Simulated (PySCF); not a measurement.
How the method moves the gas-phase deprotonation enthalpies of methylsilane

Structure: `C[SiH3]` (CH6Si). Non-hydrogen atoms are numbered in `[CH3:1][SiH3:2]`.

All levels share the PBE0-D3(BJ)/ma-def2-SVP structures and the PBE0-D3(BJ)/ma-def2-SVP thermal terms; only the single-point energies (PySCF) change. Values are gas-phase deprotonation enthalpies (298 K, kJ/mol).

```jsonl
{"level": "MP2/ma-def2-TZVP", "C1": "1631", "time": "4.1 s"}
{"level": "CCSD(T)/ma-def2-TZVP", "C1": "1641", "time": "35 s"}
{"level": "ωB97X-D3(BJ)/ma-def2-TZVP", "C1": "1651", "time": "–"}
{"level": "HF/ma-def2-TZVP", "C1": "1671", "time": "0.96 s"}
```

Times are wall times for all single points of a level on 1 thread of Intel Xeon @ 2.80GHz, a shared host; the dash marks the run that also made the structures.

Hartree-Fock leaves out electron correlation, so its deprotonation energies can be off by tens of kJ/mol.

The spread: 40 kJ/mol, from 1631 to 1671.

Caveats: Si2 is not listed: the run failed or kept an imaginary mode, or the ion rearranged or equalled another.
